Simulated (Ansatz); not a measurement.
# C3H9NS: the cost of one run

All numbers below are computed with Ansatz 0.2.0 (RKS B3LYP-D4/STO-3G).

### 1 The starting structure

Bond lengths: C1–C2 1.477 Å, C2–S3 1.798 Å, S3–C4 1.788 Å, C4–N5 1.425 Å, C1–H6 1.099 Å, C1–H7 1.144 Å, C1–H8 1.053 Å, C2–H9 1.132 Å, C2–H10 1.074 Å, C4–H11 1.081 Å, C4–H12 1.143 Å, N5–H13 0.984 Å, N5–H14 0.982 Å. Angles (14 of 22 angles, heavy atoms first): C1–C2–S3 109.9°, C2–S3–C4 102.8°, S3–C4–N5 113.2°, C1–C2–H9 110.4°, C1–C2–H10 112.2°, S3–C2–H9 106.2°, S3–C2–H10 110.2°, C2–C1–H6 113.8°, C2–C1–H7 107.4°, C2–C1–H8 114.1°, S3–C4–H11 109.3°, S3–C4–H12 106.4°, N5–C4–H11 114.5°, N5–C4–H12 109.6°.

Structure file:

```xyz
14

C    -1.5933    0.9585    0.3134
C    -0.1590    1.3090    0.2793
S     0.7894    0.1030    1.2177
C     0.7712   -1.3316    0.1501
N     1.3913   -1.1006   -1.1116
H    -2.0242    0.9537    1.3244
H    -2.1654    1.8054   -0.2015
H    -1.8363    0.0872   -0.2255
H     0.0146    2.3082    0.7833
H     0.2173    1.3785   -0.7237
H     1.1588   -2.1840    0.6908
H    -0.3278   -1.6035   -0.0063
H     2.2827   -0.7531   -0.8812
H     1.4679   -1.9597   -1.5804
```

### 2 End point A

The input, input.yaml:

```yaml
crystal:
  periodic: [false, false, false]
  atoms:
    - { symbol: C, position_ang: [-1.5933, 0.9585, 0.3134] }
    - { symbol: C, position_ang: [-0.159, 1.309, 0.2793] }
    - { symbol: S, position_ang: [0.7894, 0.103, 1.2177] }
    - { symbol: C, position_ang: [0.7712, -1.3316, 0.1501] }
    - { symbol: "N", position_ang: [1.3913, -1.1006, -1.1116] }
    - { symbol: H, position_ang: [-2.0242, 0.9537, 1.3244] }
    - { symbol: H, position_ang: [-2.1654, 1.8054, -0.2015] }
    - { symbol: H, position_ang: [-1.8363, 0.0872, -0.2255] }
    - { symbol: H, position_ang: [0.0146, 2.3082, 0.7833] }
    - { symbol: H, position_ang: [0.2173, 1.3785, -0.7237] }
    - { symbol: H, position_ang: [1.1588, -2.184, 0.6908] }
    - { symbol: H, position_ang: [-0.3278, -1.6035, -0.0063] }
    - { symbol: H, position_ang: [2.2827, -0.7531, -0.8812] }
    - { symbol: H, position_ang: [1.4679, -1.9597, -1.5804] }
basis:
  gaussian: { orbitals: STO-3G }
hamiltonian:
  xc: b3lyp
  dispersion: d4
relax:
  f_tol: 0.015
  max_steps: 40
```

Run with:

```sh
$ ansatz run input.yaml --threads 1 --pin off --max-ram 2048MiB --backend cpu --events-out ev --progress --plain --runs-dir out
```

What time and memory should one allow on 1 thread of an Arm CPU, shared host?

About 42 s, with a peak of 0.13 GiB.
